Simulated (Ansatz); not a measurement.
The input, for Ansatz 0.2.0:

```yaml
crystal:
  periodic: [false, false, false]
  atoms:
    - {symbol: Si, position_ang: [0.011501, 0.006071, 0.001400]}
    - {symbol: H, position_ang: [-0.164898, 1.099552, 1.090570]}
    - {symbol: H, position_ang: [-0.093250, -1.095611, 1.089801]}
    - {symbol: H, position_ang: [0.022853, 1.004383, -1.061959]}
    - {symbol: H, position_ang: [-0.085178, -1.177489, -1.157431]}
basis:
  gaussian: {orbitals: 6-31G}
magnetization: {spin_polarized: false, initial_magnetization: 2}
correlation: {method: fic_mrcisd_q, electrons: outside_noble_gas, active_space: {window: {electrons: 8, orbitals: 8}, shells: [{species: H, l: s, shell: 1}, {species: Si, l: s, shell: 3}, {species: Si, l: p, shell: 3}]}}
```

```sh
$ ansatz run in.yaml --threads 1 --pin off --events-out ev --progress --plain --max-ram 2393MiB
```

Output:

```
459 factors; integrals over basis functions are off by at most 2.8e-8 eV
mean field evaluation 1: about -7917.8604 eV, gradient 7.2e0 eV
mean field evaluation 2: about -7917.8626 eV, gradient 7.2e0 eV
mean field evaluation 4: about -7918.1792 eV, gradient 3.8e-1 eV
mean field evaluation 8: about -7918.1856 eV, gradient 1.1e-2 eV
mean field -7918.18561183 eV, -290.9879540959 hartree, gradient 2.3e-6 eV, S^2 2.000000; 0 other end points of the search recorded, 0 dependent functions left out
reference -7918.18561183 eV, -290.9879540959 hartree; 10, 8 occupied and 11, 13 virtual orbitals, 459 factors
state -7920.10995819 eV, -291.0586725203 hartree
contracted CI cycle   1: correlation 0.00000000 eV, 0.0000000000 hartree, residual 5.69e0 eV
contracted CI cycle   2: correlation -0.67971110 eV, -0.0249789222 hartree, residual 1.24e0 eV
contracted CI cycle   3: correlation -0.70922247 eV, -0.0260634451 hartree, residual 2.34e-1 eV
contracted CI cycle   4: correlation -0.71033281 eV, -0.0261042492 hartree, residual 5.78e-2 eV
contracted CI cycle   5: correlation -0.71039153 eV, -0.0261064071 hartree, residual 1.23e-2 eV
contracted CI cycle   6: correlation -0.71039432 eV, -0.0261065096 hartree, residual 2.65e-3 eV
contracted CI cycle   7: correlation -0.71039444 eV, -0.0261065142 hartree, residual 5.88e-4 eV
state -7920.10995819 eV, -291.0586725203 hartree; corrected -7920.83307188 eV, -291.0852464581 hartree
Total energy: -7920.83307188 eV, -291.0852464581 hartree
Checks for a lower state left out: starts, orbital_swaps
```

For the same geometry and basis full CI lies 3.6 meV lower.

Ran on 1 thread of Arm Neoverse V2, shared host: 1.8 s wall, 0.25 GiB peak host memory.
